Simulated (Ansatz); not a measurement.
```yaml
crystal:
  periodic: [false, false, false]
  atoms:
    - {symbol: C, position_ang: [-0.639176, 0.915821, -0.727325]}
    - {symbol: Al, position_ang: [-0.000460, 0.000152, 0.000630]}
    - {symbol: C, position_ang: [0.547776, -0.784955, 0.727467]}
    - {symbol: H, position_ang: [-1.296403, 0.539732, -0.996973]}
    - {symbol: H, position_ang: [-0.205598, 0.971490, -1.131395]}
    - {symbol: H, position_ang: [-0.797238, 1.531782, -0.300563]}
    - {symbol: H, position_ang: [0.848881, -1.290505, 0.286270]}
    - {symbol: H, position_ang: [0.184425, -1.009035, 1.101908]}
    - {symbol: H, position_ang: [1.266498, -0.612294, 0.895632]}
basis:
  gaussian: {orbitals: STO-3G}
total_charge: 1
hamiltonian: {xc: {name: CAM-B3LYP}, dispersion: d4, pseudopotentials: {relativity: none}}
accuracy: high
output: {forces: true}
```

```sh
$ ansatz run in.yaml --threads 2 --pin off --events-out ev --progress --plain --max-ram 32768MiB --backend cpu
```

Shortened log:

```
Functional definition: CAM-B3LYP
503 factors; integrals over basis functions are off by at most 2.0e-9 eV
187 factors; integrals over basis functions are off by at most 6.8e-10 eV
mean field evaluation 1: about -8582.3097 eV, gradient 2.6e1 eV
mean field evaluation 2: about -8583.8847 eV, gradient 8.4e0 eV
mean field evaluation 4: about -8584.0507 eV, gradient 2.5e-1 eV
mean field evaluation 8: about -8584.0565 eV, gradient 1.8e-3 eV
mean field evaluation 16: about -8584.0565 eV, gradient 8.2e-8 eV
mean field -8584.05645087 eV, -315.4582560869 hartree, gradient 8.2e-8 eV, S^2 0.000000; 0 other end points of the search recorded, 0 dependent functions left out
reference -8584.05646442 eV, -315.4582565852 hartree; 15, 15 occupied and 10, 10 virtual orbitals, 503 factors
Total energy: -8584.14780058 eV, -315.4616131271 hartree
Atom 0 at    -0.639176     0.915821    -0.727325 Å, force   -58.698041    -1.626984    37.545182 eV/Å
Atom 1 at    -0.000460     0.000152     0.000630 Å, force   -13.338031    18.375951   -17.922090 eV/Å
Atom 2 at     0.547776    -0.784955     0.727467 Å, force    57.413944    20.559683   -23.770553 eV/Å
Atom 3 at    -1.296403     0.539732    -0.996973 Å, force   -22.457102   -10.295905   -10.267990 eV/Å
Atom 4 at    -0.205598     0.971490    -1.131395 Å, force    69.055719    12.254980   -68.809749 eV/Å
Atom 5 at    -0.797238     1.531782    -0.300563 Å, force    -7.973070    28.682957    17.389574 eV/Å
Atom 6 at     0.848881    -1.290505     0.286270 Å, force    14.835838   -31.629048   -24.970471 eV/Å
Atom 7 at     0.184425    -1.009035     1.101908 Å, force   -72.284358   -46.056426    78.308115 eV/Å
Atom 8 at     1.266498    -0.612294     0.895632 Å, force    33.445101     9.734794    12.497983 eV/Å
Dipole moment:     0.176566    -0.186404    -0.084014 e Å
```

(1) What is wrong with this run?

## Answers

(1) The geometry is squeezed to about two thirds of its size. The calculation finished and met its thresholds. The result belongs to that input, not to the molecule as meant.
